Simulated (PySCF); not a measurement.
Identify the unknown among the candidates.

All candidates are C4H10S.

- 13C NMR: chemical shifts (computed TMS as zero) by class: 25.0 (2 C), 14.2 (2 C) ppm [GIAO PBE0/pcSseg-1]
- UV, strongest line: among the 10 lowest singlet transitions: S9 at 8.22 eV (151 nm, f = 0.080) [TDDFT CAM-B3LYP/def2-SVPD]
- Dipole: 1.76 D [CAM-B3LYP/def2-SVPD]
- UV, first state: lowest singlet excitation: 5.60 eV (221 nm, f = 0.000) [TDDFT CAM-B3LYP/def2-SVPD]
- Rotational structure: rotational constants A, B, C: 5.360, 2.629, 2.140 GHz [PBE0-D3(BJ)/def2-SVP]
- NMR, other nuclei: isotropic shieldings of nuclei other than C and H, by class: 487 (1 S) ppm [GIAO PBE0/pcSseg-1]
- Polarisability: 72.3 au [CAM-B3LYP/def2-SVPD]

Electronic properties: PySCF, gas phase, density fitting. Levels stand in brackets. Geometry: PBE0-D3(BJ)/def2-SVP, one conformer, isolated molecule. Each NMR value is the plain mean over a class of atoms that symmetry, rotation or inversion makes alike.

Task: Which candidate is it?
A. `CC(C)(C)S`
B. `CCCSC`
C. `CCSCC`

Result: C. It is `CCSCC`. Numbering: `[CH3:1][CH2:2][S:3][CH2:4][CH3:5]`. Its formula, C4H10S, gives 0 degrees of unsaturation, so no ring and no π bond. 4 carbons fall into 2 classes; from least to most shielded: sp3 carbon bound to sulfur [C2/C4] (25.0 ppm, 2 C), methyl carbon [C1/C5] (14.2 ppm, 2 C). The other shieldings belong to: 487 ppm, sulfide sulfur [S3]. The optimised geometry has point group C2 and is an asymmetric top.

The others, at the same levels:
- `CC(C)(C)S` fails: its computed 13C shifts are 44.3 (1 C), 36.1 (3 C) ppm, rotational constant A is 4.490 GHz (against 5.360 GHz) and smallest rotational constant is 2.976 GHz (against 2.140 GHz).
- `CCCSC` fails: it has 4 carbon classes against 2; its computed 13C shifts are 40.3 (1 C), 25.7 (1 C), 18.7 (1 C), 15.7 (1 C) ppm, rotational constant A is 8.846 GHz (against 5.360 GHz) and smallest rotational constant is 1.667 GHz (against 2.140 GHz).

Each candidate is one conformer, not necessarily the lowest. Dipoles, sizes and rotational constants follow the conformer. The torsions of the flexible species, by atom-mapped SMILES:
- `[CH3:1][CH2:2][S:3][CH2:4][CH3:5]`: C1–C2–S3–C4 65°, C2–S3–C4–C5 65°
- `[CH3:1][C:2]([CH3:3])([CH3:4])[SH:5]`: H–S5–C2–C1 -62°
- `[CH3:1][CH2:2][CH2:3][S:4][CH3:5]`: C1–C2–C3–S4 -177°, C2–C3–S4–C5 -71°
